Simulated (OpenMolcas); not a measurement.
## SF⁺ at 1.546 Å: OpenMolcas input and output

Input (each module block was a call of its own in one work directory; start orbitals came from a preliminary run):

```
&GATEWAY
Coord
2
angstrom
S 0.0 0.0 0.0
F 0.0 0.0 1.5460
Basis=ANO-RCC-VTZP
Group=XY
RX2C
AMFI
ANGMom
0.0 0.0 0.0
RICD
&SEWARD
&GUESSORB
&RASSCF
FileOrb=$CurrDir/o31.orb
Symmetry=1
Spin=3
nActEl=8 0 0
Inactive=6 2
RAS2=2 4
CIRoot=4 4 1
Linear
Iterations=120 100
OrbListing=Nothing
PRWF=0.15
>>COPY $Project.RasOrb $CurrDir/o31.orb
>>COPY $Project.rasscf.h5 $CurrDir/r31.h5
&CASPT2
XMultistate=all
Imaginary=0.2
IPEA=0.25
MaxIter=40
>>COPY $Project.JobMix JOB001
&RASSCF
FileOrb=$CurrDir/o11.orb
Symmetry=1
Spin=1
nActEl=8 0 0
Inactive=6 2
RAS2=2 4
CIRoot=4 4 1
Linear
Iterations=120 100
OrbListing=Nothing
PRWF=0.15
>>COPY $Project.RasOrb $CurrDir/o11.orb
>>COPY $Project.rasscf.h5 $CurrDir/r11.h5
&CASPT2
XMultistate=all
Imaginary=0.2
IPEA=0.25
MaxIter=40
>>COPY $Project.JobMix JOB002
&RASSCF
FileOrb=$CurrDir/o32.orb
Symmetry=2
Spin=3
nActEl=8 0 0
Inactive=6 2
RAS2=2 4
CIRoot=2 2 1
Linear
Iterations=120 100
OrbListing=Nothing
PRWF=0.15
>>COPY $Project.RasOrb $CurrDir/o32.orb
>>COPY $Project.rasscf.h5 $CurrDir/r32.h5
&CASPT2
XMultistate=all
Imaginary=0.2
IPEA=0.25
MaxIter=40
>>COPY $Project.JobMix JOB003
```

```bash
pymolcas m.inp
```

RASSCF and CASPT2 output of these blocks, in excerpt:

```
++    Wave function specifications:
      Number of closed shell electrons          16
      Number of electrons in active shells       8
      Number of inactive orbitals                8
      Number of active orbitals                  6
      Number of secondary orbitals              50
      Spin quantum number                      1.0
      State symmetry                             1
++    Orbital specifications:
      Symmetry species                           1   2
                                                 a   b
      Frozen orbitals                            0   0
      Inactive orbitals                          6   2
      Active orbitals                            2   4
      RAS2 orbitals                              2   4
      Secondary orbitals                        26  24
      Number of basis functions                 34  30
      printout of CI-coefficients larger than  0.15 for root  1
      energy=    -497.819337
      conf/sym  11 2222     Coeff  Weight
            19  ud 22uu  -0.16991 0.02887
            22  02 22uu  -0.96863 0.93824
      printout of CI-coefficients larger than  0.15 for root  2
      energy=    -497.599374
      conf/sym  11 2222     Coeff  Weight
            23  02 2u2u   0.48620 0.23639
            24  02 2uu2  -0.50717 0.25722
            40  02 u22u  -0.50717 0.25722
            41  02 u2u2  -0.48620 0.23639
      printout of CI-coefficients larger than  0.15 for root  3
      energy=    -497.599374
      conf/sym  11 2222     Coeff  Weight
            23  02 2u2u  -0.50717 0.25722
            24  02 2uu2  -0.48620 0.23639
            40  02 u22u  -0.48620 0.23639
            41  02 u2u2   0.50717 0.25722
      printout of CI-coefficients larger than  0.15 for root  4
      energy=    -497.595423
      conf/sym  11 2222     Coeff  Weight
            24  02 2uu2   0.70259 0.49363
            40  02 u22u  -0.70259 0.49363
      Natural orbitals and occupation numbers for root  1
      sym 1:   0.038511   1.962664
      sym 2:   1.982671   1.982671   1.016741   1.016741
      Natural orbitals and occupation numbers for root  2
      sym 1:   0.018289   1.982692
      sym 2:   1.500443   1.500443   1.499066   1.499066
      Natural orbitals and occupation numbers for root  3
      sym 1:   0.018289   1.982692
      sym 2:   1.500443   1.500443   1.499066   1.499066
      Natural orbitals and occupation numbers for root  4
      sym 1:   0.018268   1.982763
      sym 2:   1.500405   1.500405   1.499080   1.499080
      RASSCF energy for state  4                   -497.59542290
::    RASSCF root number  1 Total energy:   -497.81933732
::    RASSCF root number  2 Total energy:   -497.59937385
::    RASSCF root number  3 Total energy:   -497.59937385
::    RASSCF root number  4 Total energy:   -497.59542290
      Von Neumann Entropy (Root   1) =  1.15369
++    Wave function specifications:
      Number of closed shell electrons           4
      Number of electrons in active shells       8
      Number of inactive orbitals                2
      Number of active orbitals                  6
      Number of secondary orbitals              50
      Spin quantum number                      1.0
      State symmetry                             1
      Number of CSFs                            49
      Number of CASSCF root(s) available         4
      CASPT2 state passed to geometry opt.       4
      A file JOBMIX will be created
      This is a MULTI-STATE CASSCF reference
      Number of CI roots used                    4
      These are:                                 1   2   3   4
      Off-diagonal elements of Heff are computed
  FINAL CASPT2 RESULT:
      Reference energy:        -497.8193373195
      E2 (Non-variational):      -0.3585532693
      Shift correction:          -0.0024282215
      E2 (Variational):          -0.3609814908
      Total energy:            -498.1803188103
      Reference weight:           0.90033
  FINAL CASPT2 RESULT:
      Reference energy:        -497.5993738519
      E2 (Non-variational):      -0.3149932257
      Shift correction:          -0.0011650547
      E2 (Variational):          -0.3161582803
      Total energy:            -497.9155321323
      Reference weight:           0.92456
  FINAL CASPT2 RESULT:
      Reference energy:        -497.5993738519
      E2 (Non-variational):      -0.3150504774
      Shift correction:          -0.0011657842
      E2 (Variational):          -0.3162162617
      Total energy:            -497.9155901136
      Reference weight:           0.92453
  FINAL CASPT2 RESULT:
      Reference energy:        -497.5954228991
      E2 (Non-variational):      -0.3150121546
      Shift correction:          -0.0011510861
      E2 (Variational):          -0.3161632406
      Total energy:            -497.9115861397
      Reference weight:           0.92473
       Total XMS-CASPT2 energies:
::    XMS-CASPT2 Root  1     Total energy:   -498.18031883
::    XMS-CASPT2 Root  2     Total energy:   -497.91559125
::    XMS-CASPT2 Root  3     Total energy:   -497.91553099
::    XMS-CASPT2 Root  4     Total energy:   -497.91158612
++    Wave function specifications:
      Number of closed shell electrons          16
      Number of electrons in active shells       8
      Number of inactive orbitals                8
      Number of active orbitals                  6
      Number of secondary orbitals              50
      Spin quantum number                      0.0
      State symmetry                             1
      printout of CI-coefficients larger than  0.15 for root  1
      energy=    -497.792017
      conf/sym  11 2222     Coeff  Weight
            34  02 22ud  -0.97684 0.95422
      printout of CI-coefficients larger than  0.15 for root  2
      energy=    -497.792017
      conf/sym  11 2222     Coeff  Weight
            33  02 2220  -0.69073 0.47711
            36  02 2202   0.69073 0.47711
      printout of CI-coefficients larger than  0.15 for root  3
      energy=    -497.753023
      conf/sym  11 2222     Coeff  Weight
            33  02 2220   0.68612 0.47077
            36  02 2202   0.68612 0.47077
      printout of CI-coefficients larger than  0.15 for root  4
      energy=    -497.592283
      conf/sym  11 2222     Coeff  Weight
            37  02 2ud2   0.69374 0.48127
            48  02 u22d  -0.69374 0.48127
      Natural orbitals and occupation numbers for root  1
      sym 1:   0.043053   1.958156
      sym 2:   1.979092   1.979092   1.020303   1.020303
      Natural orbitals and occupation numbers for root  2
      sym 1:   0.043053   1.958156
      sym 2:   1.979092   1.979092   1.020303   1.020303
      Natural orbitals and occupation numbers for root  3
      sym 1:   0.044583   1.957353
      sym 2:   1.967928   1.967928   1.031104   1.031104
      Natural orbitals and occupation numbers for root  4
      sym 1:   0.019713   1.982022
      sym 2:   1.501644   1.501644   1.497488   1.497488
      RASSCF energy for state  4                   -497.59228269
::    RASSCF root number  1 Total energy:   -497.79201674
::    RASSCF root number  2 Total energy:   -497.79201674
::    RASSCF root number  3 Total energy:   -497.75302287
::    RASSCF root number  4 Total energy:   -497.59228269
      Von Neumann Entropy (Root   1) =  1.16980
++    Wave function specifications:
      Number of closed shell electrons           4
      Number of electrons in active shells       8
      Number of inactive orbitals                2
      Number of active orbitals                  6
      Number of secondary orbitals              50
      Spin quantum number                      0.0
      State symmetry                             1
      Number of CSFs                            57
      Number of CASSCF root(s) available         4
      CASPT2 state passed to geometry opt.       4
      A file JOBMIX will be created
      This is a MULTI-STATE CASSCF reference
      Number of CI roots used                    4
      These are:                                 1   2   3   4
      Off-diagonal elements of Heff are computed
  FINAL CASPT2 RESULT:
      Reference energy:        -497.7920167432
      E2 (Non-variational):      -0.3470724297
      Shift correction:          -0.0017408390
      E2 (Variational):          -0.3488132687
      Total energy:            -498.1408300118
      Reference weight:           0.91107
  FINAL CASPT2 RESULT:
      Reference energy:        -497.7920167432
      E2 (Non-variational):      -0.3473356476
      Shift correction:          -0.0017576568
      E2 (Variational):          -0.3490933044
      Total energy:            -498.1411100476
      Reference weight:           0.91078
  FINAL CASPT2 RESULT:
      Reference energy:        -497.7530228736
      E2 (Non-variational):      -0.3497454910
      Shift correction:          -0.0017970011
      E2 (Variational):          -0.3515424921
      Total energy:            -498.1045653658
      Reference weight:           0.90891
  FINAL CASPT2 RESULT:
      Reference energy:        -497.5922826895
      E2 (Non-variational):      -0.3385602471
      Shift correction:          -0.0018855027
      E2 (Variational):          -0.3404457498
      Total energy:            -497.9327284393
      Reference weight:           0.90877
       Total XMS-CASPT2 energies:
::    XMS-CASPT2 Root  1     Total energy:   -498.14111020
::    XMS-CASPT2 Root  2     Total energy:   -498.14082986
::    XMS-CASPT2 Root  3     Total energy:   -498.10456537
::    XMS-CASPT2 Root  4     Total energy:   -497.93272844
++    Wave function specifications:
      Number of closed shell electrons          16
      Number of electrons in active shells       8
      Number of inactive orbitals                8
      Number of active orbitals                  6
      Number of secondary orbitals              50
      Spin quantum number                      1.0
      State symmetry                             2
      printout of CI-coefficients larger than  0.15 for root  1
      energy=    -497.631968
      conf/sym  11 2222     Coeff  Weight
            12  u2 220u   0.94347 0.89014
            15  u2 202u  -0.16185 0.02620
      printout of CI-coefficients larger than  0.15 for root  2
      energy=    -497.631968
      conf/sym  11 2222     Coeff  Weight
            10  u2 22u0   0.94347 0.89014
            47  u2 02u2   0.16185 0.02620
      Natural orbitals and occupation numbers for root  1
      sym 1:   1.018210   1.980691
      sym 2:   1.975154   1.880605   0.122121   1.023217
      Natural orbitals and occupation numbers for root  2
      sym 1:   1.018210   1.980691
      sym 2:   1.880605   1.975154   1.023217   0.122121
      RASSCF energy for state  2                   -497.63196796
::    RASSCF root number  1 Total energy:   -497.63196796
::    RASSCF root number  2 Total energy:   -497.63196796
      Von Neumann Entropy (Root   1) =  1.35199
++    Wave function specifications:
      Number of closed shell electrons           4
      Number of electrons in active shells       8
      Number of inactive orbitals                2
      Number of active orbitals                  6
      Number of secondary orbitals              50
      Spin quantum number                      1.0
      State symmetry                             2
      Number of CSFs                            56
      Number of CASSCF root(s) available         2
      CASPT2 state passed to geometry opt.       2
      A file JOBMIX will be created
      This is a MULTI-STATE CASSCF reference
      Number of CI roots used                    2
      These are:                                 1   2
      Off-diagonal elements of Heff are computed
  FINAL CASPT2 RESULT:
      Reference energy:        -497.6319679614
      E2 (Non-variational):      -0.3619717215
      Shift correction:          -0.0020583976
      E2 (Variational):          -0.3640301191
      Total energy:            -497.9959980805
      Reference weight:           0.90510
  FINAL CASPT2 RESULT:
      Reference energy:        -497.6319679613
      E2 (Non-variational):      -0.3619717254
      Shift correction:          -0.0020583980
      E2 (Variational):          -0.3640301234
      Total energy:            -497.9959980847
      Reference weight:           0.90510
       Total XMS-CASPT2 energies:
::    XMS-CASPT2 Root  1     Total energy:   -497.99599808
::    XMS-CASPT2 Root  2     Total energy:   -497.99599808
```

Only roots inside an energy window near the equilibrium distance were included, so the list of states is not complete; labels number the states computed. Each spin and symmetry block has orbitals of its own, averaged over its own roots, so gaps between blocks are less sure than gaps within one and near the minimum can be off by tenths of an eV, in bad cases by more. No Rydberg orbitals are active, so Rydberg states, and σ→σ* states whose orbital the CASSCF left unused, can be missing between those listed. CASPT2 splits the two components of degenerate states numerically, here by up to 62 cm⁻¹. No roots were computed in block 1b (none fell in the window or the block failed), so states of that kind are missing and can lie low or lowest.
